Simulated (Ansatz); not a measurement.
GaS (P6₃/mmc, No. 194) was calculated with rVV10 in Ansatz (plane waves, PAW).

Run with plane-wave cutoff 500 eV, 12×12×2 k mesh (along the axes of the cell as run), gaussian smearing 0.02 eV, scalar-relativistic PAW data made under PBE.

Cell (relaxed at this level):

Space group P6₃/mmc (No. 194); a = b = 3.6507 Å, c = 15.5481 Å, α = β = 90.00°, γ = 120.00°

```csv
atom,site,symmetry,x,y,z
Ga,4f,3m.,0.3333,0.6667,0.1703
S,4f,3m.,0.6667,0.3333,0.1004
```

Task: What does this level give for the band gap?

Result: 
- band gap = 1.17 eV (on the SCF k mesh)

Measured, for comparison: band gap 2.5 eV (temperature not stated, not corrected to a static lattice, compiled measured gap; kind and temperature not stated; as tabulated in Kothakonda et al. (2022), arXiv:2208.02841).

Spin–orbit coupling is not included.

Computed values are for the static lattice.

Computing time: about 4 core-minutes (a rough figure).

Ansatz is an electronic-structure program.
